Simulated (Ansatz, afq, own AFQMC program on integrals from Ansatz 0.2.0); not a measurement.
# Where AFQMC and coupled cluster stand for CH2Al, doublet

```xyz
4

Al    0.0000   -0.4239    0.4500
C     0.0000    0.7909   -0.9267
H     0.0000    1.0591    1.0082
H     0.0000    0.8654   -2.0118
```

Connectivity, by distances: AlH–CH.

Basis cc-pVDZ. Noble-gas cores (and the filled d shells of Ga–Kr and In–Xe) are frozen. AFQMC by an in-house program on the Cholesky factors that Ansatz 0.2.0 writes for its CCSD(T) run. ph-AFQMC/CISD is guided by a CISD state made of CCSD amplitudes; releasing the constraint for a short imaginary time cuts its bias at the price of noise, slowly where states lie close. Uncertainties: one standard error, sampling alone.

Determinant: ROHF, the one that the program's search chose, which needn't be the lowest solution. The geometry is a point of a scan.

No full CI on the walks' own integrals is used here; CCSDT(Q) serves as the reference and is uncertain by about the last step of the cluster series.

Cautions: higher spins were not checked; a spin-contaminated unrestricted determinant lies lower (UHF 1.05 eV lower, ⟨S²⟩ 1.56); strong correlation (T1 0.057, weight of the determinant 0.80, largest double 0.21).

* T1 diagnostic: 0.0572
* weight of the determinant in the CISD state: 0.798
* size of the correlated space: 9 electrons in 36 orbitals

```tsv
level	correlation energy (eV)
MP2	-5.0437
CCSD	-6.0729
CCSD(T)	-6.3884
```

(1) Estimate where phaseless AFQMC with a CISD trial lies against CCSD(T) on the same integrals.

(1) 0.4 ± 1.6 kJ/mol below CCSD(T). The gap is under twice the noise, so this walk alone can't tell the two apart.

Reference: CCSDT(Q), correlation energy -6.464 eV. The released energy is read at 2.40 1/Eh (meV from the phaseless value at times in 1/Eh: -31 ± 17 at 0.24, -54 ± 18 at 0.51, -54 ± 16 at 0.99, -77 ± 19 at 1.62, -85 ± 25 at 2.40).

```csv
level,E − E(reference) (kJ/mol),share of correlation (%)
CCSD(T),7.3,98.83
CCSDT,2.9,99.53
ph-AFQMC/CISD,6.8 ± 1.6,98.90
released AFQMC,-1.3 ± 2.4,100.21
```

A walk keeps the symmetry of its determinant, which the program's search chose and which needn't be the lowest solution, so a lower state of the same spin and another symmetry isn't excluded. Released energies are given only where the last usable release times agree within the noise; a slower fall can still hide under it.
